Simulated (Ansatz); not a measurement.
H2Si, SMILES [SiH2] (connectivity only; charge and spin as stated), charge -1, multiplicity 2.

The structure is a stationary point at PBE0-D3(BJ)/def2-TZVPD. The multiplicity is an assumed one; other spin states were not compared. The isomer is the one that the SMILES or the coordinates give; other isomers of the formula were not compared.

Two levels are set side by side: PBE/def2-TZVPD (Ansatz, an electronic-structure program) and CAM-B3LYP/def2-TZVPD (Ansatz). Energy differences of separate SCF runs at the same geometry; the states with an electron removed or added have multiplicity 1. Differences are taken from unrounded values.

```json
[
 {"quantity": "vertical ionisation energy (eV)", "CAM-B3LYP": "1.03", "PBE": "1.12", "PBE minus CAM-B3LYP": "0.08"}
]
```
